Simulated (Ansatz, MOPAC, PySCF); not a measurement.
Molecule: C$_{2}$H$_{2}$Cl, charge -1, multiplicity 1. SMILES: Cl[C-]=C
Coordinates optimised at B3LYP-D3(BJ)/def2-TZVP (Ansatz, a quantum-chemistry and plane-wave program):
```xyz
5

C     -0.1169     1.0309    -0.0001
C      1.2220     1.0944     0.0228
Cl    -0.6007    -0.8889    -0.0119
H      1.9274     0.2630     0.0333
H      1.6537     2.0969     0.0320
```
Charge -1, spin multiplicity 1.

Unscaled harmonic wavenumbers (cm⁻¹) in rising order, each level at the stationary point that it reaches from this structure (no distance between atoms moves by over 0.3 Å); the order of modes can differ between levels, and a negative number is imaginary. B3LYP-D3(BJ)/def2-TZVP (PySCF, at the structure above): 319, 427, 682, 800, 992, 1343, 1564, 3033, 3091.

AM1 (MOPAC): 378, 592, 595, 955, 1008, 1388, 1745, 3131, 3198. Zero-point energy 18.6 against 17.5 kcal/mol; where all levels lie over 400 cm⁻¹, the wavenumbers are on average 1.043 times those of B3LYP-D3(BJ)/def2-TZVP.

PM3 (MOPAC): 370, 425, 591, 903, 939, 1278, 1784, 3136, 3150. Zero-point energy 18.0 against 17.5 kcal/mol; where all levels lie over 400 cm⁻¹, the wavenumbers are on average 1.012 times those of B3LYP-D3(BJ)/def2-TZVP.

B3LYP/6-31G* (Ansatz): 264, 399, 662, 784, 964, 1356, 1602, 3047, 3123. Zero-point energy 17.4 against 17.5 kcal/mol; where all levels lie over 400 cm⁻¹, the wavenumbers are on average 0.996 times those of B3LYP-D3(BJ)/def2-TZVP.
